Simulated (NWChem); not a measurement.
## Atomisation of FLi

SMILES: [Li][F]
```xyz
2

Li     0.0000     0.0000    -1.1492
F      0.0000     0.0000     0.3831
```
Charge 0, spin multiplicity 1.

All runs are NWChem calculations. All single points use one geometry, from PBE0/def2-SVP, a minimum by its harmonic frequencies.

Basis set: def2-TZVP. The atomisation energy is electronic alone: no zero-point, thermal, spin-orbit or counterpoise terms. No value is extrapolated to the basis-set limit. Free atoms are single determinants with multiplicities Li 2, F 2.

The structure started from a generated list of species. The stability of the SCF solutions was not checked. Open-shell Hartree-Fock references start from PBE0 orbitals.

Question: For the atomisation energy, LC-wPBE (omega 0.3 per bohr) gives 133.7 kcal/mol and PBE0 gives 128.3 kcal/mol. What do LDA (SVWN5), TPSS, HF give?

Answer: LDA (SVWN5): 152.6 kcal/mol; TPSS: 132.3 kcal/mol; HF: 87.5 kcal/mol.
